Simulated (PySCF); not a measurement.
# Highest orbital energy against ionisation energy along group 15

Calculated with PySCF 2.14, no spin-orbit coupling. Each cell gives −ε(HOMO) / ΔSCF in eV; NIST values include spin-orbit coupling, (s) semi-empirical, (t) theoretical.

```
                                                                                   species              UHF             LDA             PBE             PBE0          r2SCAN  NIST (lowest levels)
    N (aug-cc-pVTZ with one added diffuse shell each of s, p, d, f type, non-relativistic)  15.530 / 13.896  8.407 / 15.008  8.304 / 14.733  10.216 / 14.704  8.898 / 14.810                14.534
P (aug-cc-pV(T+d)Z with one added diffuse shell each of s, p, d, f type, non-relativistic)   10.671 / 9.910  6.307 / 10.584  6.300 / 10.494   7.539 / 10.534  6.707 / 10.642                10.487
  As (aug-cc-pVTZ-PP with one added diffuse shell each of s, d, f type with ECP10MDF, ECP)   10.043 / 9.415   5.938 / 9.983   5.899 / 9.844    7.078 / 9.914  6.297 / 10.064                 9.789
     Sb (aug-cc-pVTZ-PP with one added diffuse shell each of d, f type with ECP28MDF, ECP)    9.097 / 8.583   5.514 / 9.121   5.458 / 8.965    6.517 / 9.043   5.821 / 9.166                 8.608
     Bi (aug-cc-pVTZ-PP with one added diffuse shell each of d, f type with ECP60MDF, ECP)    8.682 / 8.219   5.280 / 8.761   5.194 / 8.576    6.204 / 8.648   5.554 / 8.767                 7.286
```

**Question.** How far is −ε(HOMO) from ΔSCF on average for each method, and why?

**Answer.** UHF 0.80 eV; LDA -4.40 eV; PBE -4.29 eV; PBE0 -3.06 eV; r2SCAN -4.03 eV. Hartree-Fock orbital energies lack relaxation and so exceed the ΔSCF value; semilocal functionals have convex E(N) from self-interaction, so their HOMO lies far too high; exact exchange moves hybrids part of the way back.
